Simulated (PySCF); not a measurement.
NO (doublet state).
Bonds: N1–O2 (double).

Identity: `[N]=O` [radical].

Level of theory: UKS B3LYP, IGLO-III on N O, non-relativistic, mean-field spin-orbit, GIAO in PySCF. Isolated species at its PBE0-D3(BJ)/def2-SVP geometry, gas phase.

Output of the driver script. The program numbers atoms from 0.

```
UKS, coarse grid
  cycle   1  E = -129.90086134  |g| = 3.69e-01
  cycle   2  E = -129.64219665  |g| = 9.44e-01
  cycle   3  E = -129.94732426  |g| = 4.57e-02
  cycle   4  E = -129.94800073  |g| = 1.27e-02
  cycle   5  E = -129.94805829  |g| = 3.91e-03
  cycle   6  E = -129.94806578  |g| = 6.26e-04
UKS, final grid
  cycle   1  E = -129.94806664  |g| = 4.08e-04
  cycle   2  E = -129.94806676  |g| = 5.08e-04
  cycle   3  E = -129.94806686  |g| = 2.71e-04
  cycle   4  E = -129.94806691  |g| = 1.19e-04
  cycle   5  E = -129.94806694  |g| = 1.58e-05
  cycle   6  E = -129.94806694  |g| = 5.32e-06
internal stability: stable
E = -129.94806694 Eh   <S^2> = 0.7532 (exact 0.7500)
g shifts (ppm)      1          2          3
  rmc          -294       -294       -294
  gc             68         -8         46
  oz_so     -128042       -145       3474
  total     -128268       -447       3226
hyperfine (MHz)  atom isotope    a_iso     a_fc   dipolar eigenvalues
    0   14N      17.53      17.53    -38.77    -37.67     76.44
    1   17O     -25.51     -25.51   -135.86     63.02     72.85
```

Question: The SCF converged. Why should these EPR parameters still be doubted?

Answer: The species is linear, yet the g tensor isn't that of a Σ state, which would be axial with no orbital-Zeeman term along the axis. Here the shifts are -128268, -447, 3226 ppm, with orbital-Zeeman/spin–orbit parts of -128042, -145, 3474 ppm. That is what a determinant gives that fills the components of a degenerate π or δ shell unevenly. Such a state carries orbital angular momentum about the axis, which this second-order treatment can't describe.
